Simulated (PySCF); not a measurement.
## One molecule, many functionals

Compound: N-vinylacetamide, C₄H₇NO.
SMILES: `O=C(NC=C)C`

Linear-response calculations in the def2-SVPD basis (PySCF; singlets by full response, triplets Tamm–Dancoff, core orbitals frozen in the response; HF means time-dependent Hartree–Fock). 'Strongest' is the level of largest summed f among the singlets computed (10 roots, of which the last may lack a degenerate partner); it can jump between rows when another state enters that window. S1 is the lowest singlet of each run and needn't be the same state throughout; f(S1) is that of one state. Isolated species at its PBE0-D3(BJ)/def2-SVP geometry (one conformer only).

| functional | kind | S1 (eV) | f(S1) | strongest (eV) | T1 (eV) | HOMO (eV) | gap (eV) | ionisation energy, ΔSCF (eV) |
| --- | --- | --- | --- | --- | --- | --- | --- | --- |
| LDA | LDA | 4.73 | 0.000 | 5.30 | 3.84 | -5.85 | 4.22 | 8.97 |
| PBE | GGA | 4.78 | 0.000 | 5.32 | 3.72 | -5.66 | 4.26 | 8.70 |
| B3LYP | global hybrid, 20% exact exchange | 5.30 | 0.001 | 5.69 | 3.84 | -6.53 | 5.91 | 8.78 |
| PBE0 | global hybrid, 25% exact exchange | 5.39 | 0.001 | 5.82 | 3.81 | -6.73 | 6.35 | 8.74 |
| BHandHLYP | global hybrid, 50% exact exchange | 5.79 | 0.001 | 6.20 | 3.87 | -7.69 | 8.45 | 8.65 |
| wB97X-D | range-separated hybrid | 5.52 | 0.001 | 6.02 | 3.99 | -8.54 | 9.95 | 8.79 |
| LC-wPBE | range-separated hybrid | 5.55 | 0.001 | 6.22 | 3.82 | -9.32 | 11.22 | 8.89 |
| HF | Hartree–Fock | 6.46 | 0.001 | 6.74 | 3.58 | -9.14 | 11.53 | not settled |

**Question.** What does CAM-B3LYP (range-separated hybrid) give?

**Answer.** S1 (eV) 5.51, f(S1) 0.001, strongest (eV) 6.00, T1 (eV) 3.88, HOMO (eV) -8.02, gap (eV) 8.75, ionisation energy, ΔSCF (eV) 8.84. S1 runs from 4.73 eV (LDA) to 6.46 eV (HF), a spread of 1.73 eV, while the orbital gap spreads over 7.3 eV. Along PBE (0%), B3LYP (20%), PBE0 (25%), BHandHLYP (50%), HF (100%) S1 rises with the share of exact exchange. −ε(HOMO) comes closest to its own ΔSCF ionisation energy with wB97X-D (-0.25 eV) and misses most with LDA (-3.12 eV). 'Not settled' means that the ion's SCF failed to converge or may have ended in another state than the lowest.
